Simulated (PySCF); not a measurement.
Molecule: (CH3)2CHCH2F (CC(C)CF, C$_{4}$H$_{9}$F).

Mapped SMILES: `[CH3:1][CH:2]([CH3:3])[CH2:4][F:5]`. Hydrogens are named by the atom that carries them.

Geometry PBE0-D3(BJ)/def2-SVP throughout; GIAO in PySCF 2.14, gas phase, one conformer, non-relativistic; equivalent atoms averaged; basis pcSseg-1.

Q: How do the shifts δ (against TMS, CFCl3 at the same level) depend on the functional? (ppm; last column core-seconds on 1 thread of an Arm Neoverse V1, shared host; the GGAs took longer than the global hybrids here, which isn't the general rule, and the cause wasn't traced)

A: 
```csv
functional,kind,C4,C2,C1/C3,F5,H(C4),H(C1)/H(C3),H(C2),core-s
HF,Hartree–Fock,80.3,27.8,19.2,-216.7,4.05,1.12,0.87,4
LDA,LDA,96.1,34.5,19.6,-292.1,4.61,1.07,1.48,12
PBE,GGA,92.7,34.7,20.2,-278.2,4.50,1.08,1.38,15
BLYP,GGA,94.0,36.4,21.0,-274.6,4.51,1.11,1.36,14
BP86,GGA,92.7,34.6,20.4,-279.5,4.50,1.09,1.37,15
OPBE,GGA,87.6,32.4,19.6,-266.5,4.42,1.06,1.36,15
KT2,GGA,89.9,34.7,19.9,-283.7,4.46,1.08,1.40,16
KT3,GGA,88.0,34.6,20.1,-268.8,4.39,1.09,1.36,16
B97-D,GGA,90.7,34.7,20.6,-268.0,4.48,1.11,1.35,15
B3LYP,global hybrid,91.1,34.2,20.5,-260.4,4.37,1.11,1.25,9.2
PBE0,global hybrid,89.2,32.2,19.8,-259.6,4.32,1.08,1.24,10
mPW1PW91,global hybrid,89.0,32.1,19.9,-258.7,4.31,1.08,1.22,9.2
WP04,global hybrid,90.9,35.2,20.9,-247.4,4.19,1.08,1.20,8.8
B97-2,global hybrid,88.2,32.4,20.0,-255.8,4.32,1.09,1.24,8.7
BHandHLYP,global hybrid,87.2,31.7,20.0,-242.0,4.22,1.11,1.11,8.7
CAM-B3LYP,range-separated hybrid,90.8,32.7,19.9,-251.3,4.34,1.10,1.20,12
wB97X-D,range-separated hybrid,89.1,31.6,20.0,-252.4,4.29,1.09,1.17,12
LC-wPBE,range-separated hybrid,88.8,29.6,19.0,-240.1,4.28,1.07,1.13,18
```

Q: Which nucleus moves most, in ppm?

A: F5 (fluorine on an sp3 carbon): from -292.1 ppm with LDA to -216.7 ppm with HF. The smallest spread is 0.06 ppm, at H(C1)/H(C3). Proton shifts span only some 12 ppm, so a few tenths of a ppm matter as much there as several ppm in carbon.
